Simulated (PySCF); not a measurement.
Assignment exercise: C₅H₅N

Numbering as in the mapped SMILES `[CH2:1]=[CH:2]/[CH:3]=[CH:4]/[C:5]#[N:6]`. Hydrogens are named by the atom that carries them. Ha(C1) is cis to C3; Hb(C1) is trans to C3.

- shieldings: GIAO PBE0/pcSseg-2
- coordinates at the PBE0-D3(BJ)/def2-TZVP level
- code: PySCF 2.14
- non-relativistic, gas phase, a single conformation

Scale: $^{13}$C and $^{1}$H against TMS (reference shieldings calculated alike).

**Question.** Assign these signals to the numbered atoms. $^{13}$C{$^{1}$H} NMR (computed): δ 163.4, 147.8, 138.2, 126.0, 110.3.

**Answer.** 
```tsv
δ (ppm)	atoms	environment	reason
163.4	C3	alkene CH	an sp2 carbon of a C=C bond
147.8	C2	alkene CH	–
138.2	C1	terminal =CH2 carbon	as expected for a trigonal carbon in a double bond
126.0	C5	nitrile carbon	C≡N carbons fall here, among the sp2 signals but without a proton
110.3	C4	alkene CH	as expected for a trigonal carbon in a double bond
```

**Question.** Assign these signals to the numbered atoms. $^{1}$H NMR (600 MHz, computed): δ 7.31 (m, 1H), 6.84 (m, 1H), 5.93 (m, 1H), 5.86 (m, 1H), 5.48 (d, 1H).

**Answer.** 
| δ (ppm) | atoms | environment | reason |
| --- | --- | --- | --- |
| 7.31 | H(C3) | hydrogen on an alkene CH | olefinic region |
| 6.84 | H(C2) | hydrogen on an alkene CH | – |
| 5.93 | Ha(C1) | hydrogen on a terminal =CH2 carbon | a vinylic proton, deshielded by the sp2 carbon and the C=C anisotropy |
| 5.86 | Hb(C1) | hydrogen on a terminal =CH2 carbon | – |
| 5.48 | H(C4) | hydrogen on an alkene CH | attached to an sp2 carbon and in the plane of the double bond |

Ha(C1) and Hb(C1) lie closer than the usual error of such a calculation, so a measured spectrum could show them in the other order.

Shifts are as computed. Against solution values, carbons near 30 ppm lie about +3 ppm off and those near 130 ppm about +9 ppm. Of 1211 compounds with measured shifts, 218 miss one by over three times the rms of a fit or turn the order of signals round; such compounds aren't used in these exercises. No couplings were computed; multiplicities are counted from neighbouring protons, with m where these are inequivalent, close in shift, in a saturated or five-membered ring or joined by F or P, and br s for small geminal =CH2 splittings.
